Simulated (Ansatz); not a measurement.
**How far each method lies from UCCSDT(Q) for [BH2···H···BH2], doublet**

Geometry: a point of a hydrogen-transfer path between rigid fragments, not a stationary point.

```yaml
atoms:
  - { symbol: B, position_ang: [-1.3387, 0.0000, 0.0000] }
  - { symbol: H, position_ang: [-1.9354, 1.0336, 0.0000] }
  - { symbol: H, position_ang: [-1.9354, -1.0336, 0.0000] }
  - { symbol: H, position_ang: [0.0403, 0.0000, 0.0000] }
  - { symbol: B, position_ang: [1.3493, 0.0000, 0.0000] }
  - { symbol: H, position_ang: [1.8584, 0.0000, 1.0770] }
  - { symbol: H, position_ang: [1.8584, 0.0000, -1.0770] }
```

Basis cc-pVDZ; Ansatz 0.2.0. Correlated methods freeze the noble-gas cores, which leaves 11 electrons in 51 orbitals. R marks a restricted (for open shells ROHF) determinant, U an unrestricted one. Active spaces: frontier = (9e, 9o) about the gap; pair = (3e, 3o) about the gap.

Full CI isn't at hand for all of this; UCCSDT(Q) serves as the reference, and is uncertain by about the last step of the cluster series. The frozen core follows each run's orbitals, which can shift R against U totals by a few meV.

For open shells CISD is restricted-active-space CI with the open shells as a complete middle space.

```
UHF ⟨S²⟩                          : 0.767
T1 diagnostic (RCCSD)             : 0.0148
largest doubles amplitude (RCCSD) : 0.049
T1 diagnostic (UCCSD)             : 0.0111
```

| level | E − E(RHF) (eV) |
| --- | --- |
| UHF | -0.1047 |
| RMP2 | -4.9059 |
| UMP2 | -4.9040 |
| RCCSD | -6.0944 |
| UCCSD | -6.0961 |
| RCCSD(T) | -6.2198 |
| UCCSD(T) | -6.2199 |

(1) Estimate how far UCCSDT(Q) in cc-pVDZ lies from RCCSD(T). The table doesn't fix it; the size of (T) and the diagnostics are the guide.

(1) UCCSDT(Q) in cc-pVDZ lies 3.0 kJ/mol below RCCSD(T), which is 25 % of the (T) step (-12.1 kJ/mol). The diagnostics are small and one determinant leads, so the series closes fast and only a small part of (T) is left.

The other levels:

```tsv
level	E − E(UCCSDT(Q)) (kJ/mol)	share of correlation (%)	wall time
CISD	58.9	90.23	3.5 s
BCCD(T)	3.0	99.50	6 s
RCCSDT	0.4	99.93	–
UCCSDT	0.4	99.93	–
RCCSDT(Q)	0.1	99.99	62 s
CASSCF (pair space)†	556.9	–	–
NEVPT2 (pair space)†	131.4	–	1.9 s
CASSCF (frontier space)	426.9	29.22	–
NEVPT2 (frontier space)	125.5	79.18	14 s
```

A dagger marks rows that describe another state than the reference (another or a broken symmetry, a higher spin or other natural occupations), so the difference isn't the method's error.

The correlation energy at UCCSDT(Q), counted from RHF, is -6.251 eV. That run took 54 s on 1 thread of Intel Xeon 6975P-C, shared host.

Times hold each run's SCF and search for its determinant on a shared host, so for small cases they say little of a method's own cost; they ran on 1 thread of Intel Xeon 6975P-C.
